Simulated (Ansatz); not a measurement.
## How close CCSD(T) comes to the exact answer in a basis

Each species is computed at the geometry given (Å), with frozen cores, in Ansatz 0.2.0: RHF-CCSD(T) for singlets, UHF-CCSD(T) otherwise, and full CI in the same basis. The program picks the determinant by trial CCSD, so it needn't be the lowest Hartree–Fock solution. States: PH3⁺ A', GeH4 A', HNAl A''. Cases whose determinant has another symmetry than full CI's state, or whose (Q) step broke down, weren't drawn. No relativity is included.

Question: Judging by size, spin and bonding, rank them by the size of CCSD(T)'s error in total energy against full CI in the same basis, smallest first (an estimate).
A. GeH$_{4}$, singlet, 6-31G: Ge -0.003 -0.003 -0.003; H 1.086 1.090 1.088; H -0.891 -0.887 0.883; H -0.887 0.882 -0.892; H 0.885 -0.890 -0.885
B. HNAl, doublet, 6-31G: Al 0.000 -0.112 1.803; N 0.000 -0.301 -0.540; H 0.000 0.413 -1.263
C. PH3⁺, doublet, cc-pVDZ: P 0.000 0.000 -0.033; H 1.354 0.015 0.341; H -0.690 1.167 0.334; H -0.666 -1.180 0.337

Answer: A (13.2 meV), C (19.0 meV), B (42.5 meV).

```json
{"species": "GeH4, singlet", "basis": "6-31G", "correlated electrons": "8", "CCSD(T) − full CI (meV)": "13.2", "CCSDT(Q) − full CI (meV)": "0.4", "unpaired electrons (full CI)": "0.05", "T1": "0.010", "⟨S²⟩ of the determinant": "0.00"}
{"species": "PH3⁺, doublet", "basis": "cc-pVDZ", "correlated electrons": "7", "CCSD(T) − full CI (meV)": "19.0", "CCSDT(Q) − full CI (meV)": "0.0", "unpaired electrons (full CI)": "1.03", "T1": "0.011", "⟨S²⟩ of the determinant": "0.76"}
{"species": "HNAl, doublet", "basis": "6-31G", "correlated electrons": "9", "CCSD(T) − full CI (meV)": "42.5", "CCSDT(Q) − full CI (meV)": "-3.4", "unpaired electrons (full CI)": "1.13", "T1": "0.044", "⟨S²⟩ of the determinant": "0.89"}
```

Unpaired electrons are Σ n²(2−n)² over natural occupations; an open shell counts its own unpaired electrons too. Frozen cores follow each run's orbitals, which moves totals by a few meV.
